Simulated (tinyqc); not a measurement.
Inside a calculation. Method: UHF in the sto-3g basis, for CH3, spin multiplicity 2. One step of it, computed by the program tinyqc.

Task: Iteration 1: diagonalisation and new density. Diagonalise F' = X^T F X, C = X C', fill 5 alpha and 4 beta electrons from the bottom; D(s) = C_occ C_occ^T; the new density keeps 0.5 of the old one (damping). Each column has its largest component positive (the first on a tie).

F(alpha) (hartree), order 1C 1s, 1C 2s, 1C 2px, 1C 2py, 1C 2pz, 2H 1s, 3H 1s, 4H 1s:
$$\begin{pmatrix}
-9.470214 & -2.657965 & 0.000004 & 0.000000 & -0.002571 & -0.701310 & -0.701465 & -0.701465 \\
-2.657965 & -1.030678 & 0.000041 & 0.000000 & 0.017026 & -0.479603 & -0.479683 & -0.479683 \\
0.000004 & 0.000041 & 0.164436 & 0.000000 & -0.000004 & -0.172797 & 0.086427 & 0.086427 \\
0.000000 & 0.000000 & 0.000000 & 0.164438 & 0.000000 & 0.000000 & -0.149658 & 0.149658 \\
-0.002571 & 0.017026 & -0.000004 & 0.000000 & 0.287411 & 0.019220 & 0.019224 & 0.019224 \\
-0.701310 & -0.479603 & -0.172797 & 0.000000 & 0.019220 & -0.081347 & -0.169129 & -0.169129 \\
-0.701465 & -0.479683 & 0.086427 & -0.149658 & 0.019224 & -0.169129 & -0.081416 & -0.169172 \\
-0.701465 & -0.479683 & 0.086427 & 0.149658 & 0.019224 & -0.169129 & -0.169172 & -0.081416
\end{pmatrix}$$

F(beta) (hartree), order 1C 1s, 1C 2s, 1C 2px, 1C 2py, 1C 2pz, 2H 1s, 3H 1s, 4H 1s:
$$\begin{pmatrix}
-9.449604 & -2.627456 & 0.000004 & 0.000000 & 0.001319 & -0.692835 & -0.692989 & -0.692989 \\
-2.627456 & -0.885483 & 0.000041 & 0.000000 & 0.110310 & -0.434344 & -0.434417 & -0.434417 \\
0.000004 & 0.000041 & 0.202321 & 0.000000 & -0.000004 & -0.162268 & 0.081162 & 0.081162 \\
0.000000 & 0.000000 & 0.000000 & 0.202323 & 0.000000 & 0.000000 & -0.140539 & 0.140539 \\
0.001319 & 0.110310 & -0.000004 & 0.000000 & 0.951194 & 0.036114 & 0.036119 & 0.036119 \\
-0.692835 & -0.434344 & -0.162268 & 0.000000 & 0.036114 & -0.062057 & -0.155937 & -0.155937 \\
-0.692989 & -0.434417 & 0.081162 & -0.140539 & 0.036119 & -0.155937 & -0.062120 & -0.155977 \\
-0.692989 & -0.434417 & 0.081162 & 0.140539 & 0.036119 & -0.155937 & -0.155977 & -0.062120
\end{pmatrix}$$

X, order 1C 1s, 1C 2s, 1C 2px, 1C 2py, 1C 2pz, 2H 1s, 3H 1s, 4H 1s:
$$\begin{pmatrix}
-0.324461 & 0.000000 & -0.000134 & 0.894628 & 0.398667 & 0.000000 & 0.000024 & 0.153537 \\
1.525714 & 0.000000 & 0.000462 & -0.050268 & 0.066312 & 0.000000 & 0.000051 & 0.441448 \\
-0.000480 & 0.000000 & 1.122101 & 0.000007 & -0.000002 & 0.000000 & 0.612451 & -0.000045 \\
0.000000 & 1.122106 & 0.000000 & 0.000000 & 0.000000 & 0.612469 & 0.000000 & 0.000000 \\
-0.124543 & 0.000000 & -0.000033 & -0.423896 & 0.902296 & 0.000000 & -0.000002 & -0.035680 \\
-0.710116 & 0.000000 & -1.043156 & -0.147400 & -0.065943 & 0.000000 & 0.439322 & 0.294639 \\
-0.710769 & -0.903256 & 0.521249 & -0.147376 & -0.065933 & 0.380432 & -0.219617 & 0.294696 \\
-0.710769 & 0.903256 & 0.521249 & -0.147376 & -0.065933 & -0.380432 & -0.219617 & 0.294696
\end{pmatrix}$$

D(alpha) at the start, order 1C 1s, 1C 2s, 1C 2px, 1C 2py, 1C 2pz, 2H 1s, 3H 1s, 4H 1s:
$$\begin{pmatrix}
1.079662 & -0.355074 & 0.000009 & 0.000000 & 0.008809 & 0.046676 & 0.046683 & 0.046683 \\
-0.355074 & 1.559386 & -0.000066 & 0.000000 & -0.053946 & -0.191938 & -0.191975 & -0.191975 \\
0.000009 & -0.000066 & 1.305065 & 0.000000 & 0.000008 & -0.265836 & 0.132951 & 0.132951 \\
0.000000 & 0.000000 & 0.000000 & 1.305056 & 0.000000 & 0.000000 & -0.230232 & 0.230232 \\
0.008809 & -0.053946 & 0.000008 & 0.000000 & 1.005461 & 0.025663 & 0.025669 & 0.025669 \\
0.046676 & -0.191938 & -0.265836 & 0.000000 & 0.025663 & 0.078148 & -0.003081 & -0.003081 \\
0.046683 & -0.191975 & 0.132951 & -0.230232 & 0.025669 & -0.003081 & 0.078163 & -0.003070 \\
0.046683 & -0.191975 & 0.132951 & 0.230232 & 0.025669 & -0.003081 & -0.003070 & 0.078163
\end{pmatrix}$$

D(beta) at the start, order 1C 1s, 1C 2s, 1C 2px, 1C 2py, 1C 2pz, 2H 1s, 3H 1s, 4H 1s:
$$\begin{pmatrix}
1.078692 & -0.351045 & 0.000009 & 0.000000 & 0.039700 & 0.046769 & 0.046776 & 0.046776 \\
-0.351045 & 1.542650 & -0.000066 & 0.000000 & -0.182268 & -0.192322 & -0.192360 & -0.192360 \\
0.000009 & -0.000066 & 1.305065 & 0.000000 & 0.000006 & -0.265836 & 0.132951 & 0.132951 \\
0.000000 & 0.000000 & 0.000000 & 1.305056 & 0.000000 & 0.000000 & -0.230232 & 0.230232 \\
0.039700 & -0.182268 & 0.000006 & 0.000000 & 0.021538 & 0.022718 & 0.022722 & 0.022722 \\
0.046769 & -0.192322 & -0.265836 & 0.000000 & 0.022718 & 0.078139 & -0.003090 & -0.003090 \\
0.046776 & -0.192360 & 0.132951 & -0.230232 & 0.022722 & -0.003090 & 0.078154 & -0.003079 \\
0.046776 & -0.192360 & 0.132951 & 0.230232 & 0.022722 & -0.003090 & -0.003079 & 0.078154
\end{pmatrix}$$

overlap S, order 1C 1s, 1C 2s, 1C 2px, 1C 2py, 1C 2pz, 2H 1s, 3H 1s, 4H 1s:
$$\begin{pmatrix}
1.000000 & 0.248362 & 0.000000 & 0.000000 & 0.000000 & 0.063949 & 0.063963 & 0.063963 \\
0.248362 & 1.000000 & 0.000000 & 0.000000 & 0.000000 & 0.497306 & 0.497362 & 0.497362 \\
0.000000 & 0.000000 & 1.000000 & 0.000000 & 0.000000 & 0.469114 & -0.234594 & -0.234594 \\
0.000000 & 0.000000 & 0.000000 & 1.000000 & 0.000000 & 0.000000 & 0.406280 & -0.406280 \\
0.000000 & 0.000000 & 0.000000 & 0.000000 & 1.000000 & -0.043679 & -0.043686 & -0.043686 \\
0.063949 & 0.497306 & 0.469114 & 0.000000 & -0.043679 & 1.000000 & 0.149326 & 0.149326 \\
0.063963 & 0.497362 & -0.234594 & 0.406280 & -0.043686 & 0.149326 & 1.000000 & 0.149365 \\
0.063963 & 0.497362 & -0.234594 & -0.406280 & -0.043686 & 0.149326 & 0.149365 & 1.000000
\end{pmatrix}$$

Give: F' = X^T F X; orbital energies; coefficients C; F' = X^T F X; orbital energies; coefficients C; D(alpha) after iteration 1; D(beta) after iteration 1.

Result:

F' = X^T F X (alpha) (hartree):
$$\begin{pmatrix}
0.7574 & 0.0000 & -0.0002 & 0.5566 & 0.2212 & 0.0000 & 0.0000 & 0.0332 \\
0.0000 & 0.9570 & 0.0000 & 0.0000 & 0.0000 & 0.0905 & 0.0000 & 0.0000 \\
-0.0002 & 0.0000 & 0.9569 & 0.0003 & 0.0001 & 0.0000 & 0.0905 & 0.0001 \\
0.5566 & 0.0000 & 0.0003 & -6.7754 & -3.3527 & 0.0000 & -0.0003 & -2.6501 \\
0.2212 & 0.0000 & 0.0001 & -3.3527 & -1.3052 & 0.0000 & -0.0001 & -1.2797 \\
0.0000 & 0.0905 & 0.0000 & 0.0000 & 0.0000 & -0.0524 & 0.0000 & 0.0000 \\
0.0000 & 0.0000 & 0.0905 & -0.0003 & -0.0001 & 0.0000 & -0.0524 & -0.0001 \\
0.0332 & 0.0000 & 0.0001 & -2.6501 & -1.2797 & 0.0000 & -0.0001 & -1.4599
\end{pmatrix}$$

orbital energies (alpha) (hartree): MO1 -9.4828, MO2 -0.4027, MO3 -0.0605, MO4 -0.0605, MO5 0.2849, MO6 0.8176, MO7 0.9650, MO8 0.9650

coefficients C (alpha), order 1C 1s, 1C 2s, 1C 2px, 1C 2py, 1C 2pz, 2H 1s, 3H 1s, 4H 1s:
$$\begin{pmatrix}
0.9887 & -0.2313 & 0.0000 & 0.0000 & -0.0322 & -0.2369 & 0.0001 & 0.0000 \\
0.0508 & 0.6423 & 0.0001 & 0.0000 & 0.1579 & 1.4455 & -0.0009 & 0.0000 \\
0.0000 & -0.0001 & 0.5106 & 0.0000 & 0.0000 & 0.0006 & 1.1720 & 0.0000 \\
0.0000 & 0.0000 & 0.0000 & 0.5106 & 0.0000 & 0.0000 & 0.0000 & 1.1720 \\
-0.0011 & -0.0183 & 0.0000 & 0.0000 & 0.9878 & -0.1859 & 0.0001 & 0.0000 \\
-0.0103 & 0.2244 & 0.5300 & 0.0000 & -0.0553 & -0.7516 & -0.9995 & 0.0000 \\
-0.0103 & 0.2244 & -0.2650 & 0.4590 & -0.0553 & -0.7509 & 0.5004 & -0.8660 \\
-0.0103 & 0.2244 & -0.2650 & -0.4590 & -0.0553 & -0.7509 & 0.5004 & 0.8660
\end{pmatrix}$$

F' = X^T F X (beta) (hartree):
$$\begin{pmatrix}
0.8380 & 0.0000 & -0.0001 & 0.5469 & 0.2505 & 0.0000 & 0.0000 & 0.1095 \\
0.0000 & 0.9777 & 0.0000 & 0.0000 & 0.0000 & 0.1101 & 0.0000 & 0.0000 \\
-0.0001 & 0.0000 & 0.9776 & 0.0003 & 0.0002 & 0.0000 & 0.1100 & 0.0001 \\
0.5469 & 0.0000 & 0.0003 & -6.6363 & -3.6107 & 0.0000 & -0.0003 & -2.6630 \\
0.2505 & 0.0000 & 0.0002 & -3.6107 & -0.7532 & 0.0000 & -0.0001 & -1.2401 \\
0.0000 & 0.1101 & 0.0000 & 0.0000 & 0.0000 & -0.0279 & 0.0000 & 0.0000 \\
0.0000 & 0.0000 & 0.1100 & -0.0003 & -0.0001 & 0.0000 & -0.0279 & -0.0001 \\
0.1095 & 0.0000 & 0.0001 & -2.6630 & -1.2401 & 0.0000 & -0.0001 & -1.3806
\end{pmatrix}$$

orbital energies (beta) (hartree): MO1 -9.4600, MO2 -0.3172, MO3 -0.0398, MO4 -0.0398, MO5 0.8810, MO6 0.9640, MO7 0.9895, MO8 0.9896

coefficients C (beta), order 1C 1s, 1C 2s, 1C 2px, 1C 2py, 1C 2pz, 2H 1s, 3H 1s, 4H 1s:
$$\begin{pmatrix}
0.9898 & -0.2129 & 0.0000 & 0.0000 & -0.2510 & 0.0035 & 0.0002 & 0.0000 \\
0.0458 & 0.5498 & 0.0001 & 0.0000 & 1.4891 & -0.0884 & -0.0012 & 0.0000 \\
0.0000 & -0.0001 & 0.4882 & 0.0000 & 0.0008 & -0.0007 & 1.1815 & 0.0000 \\
0.0000 & 0.0000 & 0.0000 & 0.4883 & 0.0000 & 0.0000 & 0.0000 & 1.1815 \\
-0.0016 & -0.0618 & 0.0000 & 0.0000 & -0.0013 & 1.0034 & 0.0006 & 0.0000 \\
-0.0092 & 0.2693 & 0.5489 & 0.0000 & -0.7327 & 0.0969 & -0.9890 & 0.0000 \\
-0.0092 & 0.2693 & -0.2744 & 0.4754 & -0.7317 & 0.0960 & 0.4954 & -0.8571 \\
-0.0092 & 0.2693 & -0.2744 & -0.4754 & -0.7317 & 0.0960 & 0.4954 & 0.8571
\end{pmatrix}$$

D(alpha) after iteration 1, order 1C 1s, 1C 2s, 1C 2px, 1C 2py, 1C 2pz, 2H 1s, 3H 1s, 4H 1s:
$$\begin{pmatrix}
1.0559 & -0.2292 & 0.0000 & 0.0000 & -0.0099 & -0.0068 & -0.0068 & -0.0068 \\
-0.2292 & 0.9997 & 0.0000 & 0.0000 & 0.0451 & -0.0285 & -0.0286 & -0.0286 \\
0.0000 & 0.0000 & 0.7829 & 0.0000 & 0.0000 & 0.0024 & -0.0012 & -0.0012 \\
0.0000 & 0.0000 & 0.0000 & 0.7829 & 0.0000 & 0.0000 & 0.0021 & -0.0021 \\
-0.0099 & 0.0451 & 0.0000 & 0.0000 & 0.9907 & -0.0165 & -0.0165 & -0.0165 \\
-0.0068 & -0.0285 & 0.0024 & 0.0000 & -0.0165 & 0.2063 & -0.0450 & -0.0450 \\
-0.0068 & -0.0286 & -0.0012 & 0.0021 & -0.0165 & -0.0450 & 0.2063 & -0.0450 \\
-0.0068 & -0.0286 & -0.0012 & -0.0021 & -0.0165 & -0.0450 & -0.0450 & 0.2063
\end{pmatrix}$$

D(beta) after iteration 1, order 1C 1s, 1C 2s, 1C 2px, 1C 2py, 1C 2pz, 2H 1s, 3H 1s, 4H 1s:
$$\begin{pmatrix}
1.0519 & -0.2114 & 0.0000 & 0.0000 & 0.0256 & -0.0098 & -0.0098 & -0.0098 \\
-0.2114 & 0.9235 & 0.0000 & 0.0000 & -0.1082 & -0.0223 & -0.0224 & -0.0224 \\
0.0000 & 0.0000 & 0.7717 & 0.0000 & 0.0000 & 0.0011 & -0.0005 & -0.0005 \\
0.0000 & 0.0000 & 0.0000 & 0.7717 & 0.0000 & 0.0000 & 0.0009 & -0.0009 \\
0.0256 & -0.1082 & 0.0000 & 0.0000 & 0.0127 & 0.0030 & 0.0031 & 0.0031 \\
-0.0098 & -0.0223 & 0.0011 & 0.0000 & 0.0030 & 0.2260 & -0.0406 & -0.0406 \\
-0.0098 & -0.0224 & -0.0005 & 0.0009 & 0.0031 & -0.0406 & 0.2260 & -0.0406 \\
-0.0098 & -0.0224 & -0.0005 & -0.0009 & 0.0031 & -0.0406 & -0.0406 & 0.2260
\end{pmatrix}$$
